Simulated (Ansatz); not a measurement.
**Pulling the pair apart**

The pair of F₂ (SMILES FF, atoms 1–2) and Cl₂ (SMILES ClCl, atoms 3–4), both closed shells, in one local arrangement (a lower one may exist), relaxed at PBE0-D4/def2-TZVP:

F1  (-0.350, -0.602, -1.694)
F2  (0.569, 0.422, -1.690)
Cl3  (0.609, -0.588, 1.774)
Cl4  (-0.828, 0.767, 1.610)
(Å)

Cl₂ is shifted rigidly along the line between the mean atom positions of the two fragments (negative: closer). Counterpoise interaction energies in kcal/mol. Computed with Ansatz 0.2.0 (basis: def2-TZVPPD); correlated methods freeze the cores.

```tsv
shift (Å)	PBE-D4	wB97M-V	HF
-0.36	-0.16	-0.40	1.52
-0.18	-0.57	-0.64	0.80
0.00	-0.69	-0.67	0.42
0.18	-0.67	-0.61	0.22
0.43	-0.56	-0.48	0.09
0.90	-0.33	-0.27	0.02
1.80	-0.10	-0.09	0.00
3.60	-0.01	-0.01	0.00
```

(1) What does CCSD(T) give at these shifts? (An estimate is asked for; the value comes from the calculation.)

No T1 diagnostic of these runs exceeds 0.011. The restricted Hartree–Fock reference is unstable towards an unrestricted one here.

Results:

(1) Computed: 0.11, -0.28, -0.41, -0.42, -0.35, -0.21, -0.07, -0.01 kcal/mol. For zero shift, CCSD(T) at an estimated basis limit (MP2 extrapolated from triple and quadruple zeta, plus CCSD(T) − MP2 in triple zeta) gives -0.54 kcal/mol. These are counterpoise interaction energies, counted from the two frozen fragments.

For scale, one of the runs: CCSD(T)/def2-TZVPPD, 182 basis functions, launched by `ansatz run in.yaml --threads 2 --pin off --events-out ev --progress --plain --max-ram 5222MiB`. Time: 51 s of wall clock on 2 CPU threads; the host was shared. Peak host memory: 1.8 GiB.
